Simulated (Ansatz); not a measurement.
```yaml
crystal:
  periodic: [false, false, false]
  atoms:
    - {symbol: Fe, position_ang: [0.000000, 0.000000, 0.000000]}
    - {symbol: F, position_ang: [0.000000, 0.000000, 1.890000]}
basis:
  gaussian: {orbitals: def2-TZVP}
magnetization: {spin_polarized: true, initial_magnetization: 3}
hamiltonian: {xc: pbe0}
relax: {f_tol: 0.004, max_steps: 80}
```

```sh
$ ansatz run in.yaml --threads 1 --pin off --events-out ev --progress --plain --max-ram 2176MiB
```

Steps of the relaxation (energy above the last step; positions in Å, forces in eV/Å):

```
2
step 1, 189.9 meV
Fe    0.000    0.000    0.000    0.000    0.000    2.309
F     0.000    0.000    1.890    0.000    0.000   -2.309
```

```
2
step 2, 51.5 meV
Fe    0.000    0.000    0.037    0.000    0.000    1.374
F     0.000    0.000    1.853    0.000    0.000   -1.374
```

```
2
step 3, 7.3 meV
Fe    0.000    0.000    0.084    0.000    0.000   -0.618
F     0.000    0.000    1.806    0.000    0.000    0.618
```

```
2
step 5, 0.0 meV
Fe    0.000    0.000    0.072    0.000    0.000   -0.001
F     0.000    0.000    1.818    0.000    0.000    0.001
```

Close pairs at the end: Fe1–F2 1.746 Å.

A stationary point of unrestricted PBE0 after 5 steps, with ⟨S²⟩ = 4.366 against 3.75 for a pure state. 53 s on 1 thread of Arm Neoverse N1, shared host.
